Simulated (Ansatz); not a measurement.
N2H7 (charge +1), singlet: a pair in one relaxed arrangement.

in.yaml

```yaml
crystal:
  periodic: [false, false, false]
  atoms:
    - {symbol: N, position_ang: [-0.065652, -0.047468, -1.309254]}
    - {symbol: H, position_ang: [0.363444, 0.778354, -1.723392]}
    - {symbol: H, position_ang: [0.419425, -0.868881, -1.666458]}
    - {symbol: H, position_ang: [-1.034174, -0.091184, -1.621777]}
    - {symbol: H, position_ang: [-0.006677, -0.004816, -0.133127]}
    - {symbol: N, position_ang: [0.066483, 0.048091, 1.325814]}
    - {symbol: H, position_ang: [1.025707, 0.092084, 1.661173]}
    - {symbol: H, position_ang: [-0.411792, 0.861551, 1.705350]}
    - {symbol: H, position_ang: [-0.356764, -0.767631, 1.761672]}
basis:
  gaussian: {orbitals: "def2-TZVPPD.json"}
total_charge: 1
hamiltonian: {xc: {name: wB97M-V}}
```

The basis file named in the input lies beside it (Basis Set Exchange, JSON).

Launched with

```bash
ansatz run in.yaml --threads 2 --pin off --events-out ev --progress --plain --max-ram 5222MiB
```

Output of Ansatz 0.2.0:

```
Functional definition: wB97M-V
  name "wB97M-V"
  cite "Mardirossian & Head-Gordon, J. Chem. Phys. 144, 214110 (2016) doi:10.1063/1.4952647"
  cite "Becke, J. Chem. Phys. 107, 8554 (1997) doi:10.1063/1.475007"
  cite "Vydrov & Van Voorhis, J. Chem. Phys. 133, 244103 (2010) doi:10.1063/1.3521275"
  # Of w^i u^j: cxij and so on, Table III.
  parameter omega = 0.3/bohr
  parameter cx = 0.15
  parameter cx01 = 1.007
  parameter cx10 = 0.259
  parameter css00 = 0.443
  parameter css04 = -1.437
  parameter css10 = -4.535
  parameter css20 = -3.390
  parameter css43 = 4.278
  parameter cos00 = 1.000
  parameter cos10 = 1.358
  parameter cos20 = 2.924
  parameter cos21 = -8.812
  parameter cos60 = -1.390
  parameter cos61 = 9.142
  parameter b = 6.0
  parameter c = 0.01
  gx(w, u) = 1 - cx + cx01*u + cx10*w
  gss(w, u) = css00 + css04*u^4 + css10*w + css20*w^2 + css43*w^4*u^3
  gos(w, u) = cos00 + cos10*w + (cos20 + cos21*u)*w^2 + (cos60 + cos61*u)*w^6
  exchange = spin_sum(e_x_unif_sr(omega)*gx(b97_w, b97_u_x)) + cx*exact_x_sr(omega) + exact_x_lr(omega)
  correlation = spin_sum(e_c_pw_mod_same_spin*gss(b97_w, b97_u_same))
      + integral(e_c_pw_mod_opposite_spin*gos(b97_w_opposite, b97_u_opposite)) + vv10(b, c)
771 factors; their error is unknown
260 factors; integrals over basis functions are off by at most 1.5e-5 eV
mean field evaluation 1: about -3076.4852 eV, gradient 8.2e1 eV
mean field evaluation 2: about -3079.5201 eV, gradient 6.8e1 eV
mean field evaluation 4: about -3088.0057 eV, gradient 1.5e0 eV
mean field evaluation 8: about -3088.0056 eV, gradient 4.4e-1 eV
mean field -3088.00579856 eV, -113.4821199714 hartree, gradient 1.6e-5 eV, S^2 0.000000; 0 other end points of the search recorded, 0 dependent functions left out
reference -3088.00584183 eV, -113.4821215618 hartree; 10, 10 occupied and 183, 183 virtual orbitals, 771 factors
Total energy: -3088.00584183 eV, -113.4821215618 hartree
```

Hardware: 2 CPU threads of an Arm Neoverse N1, shared host. Wall time about 9.5 s.
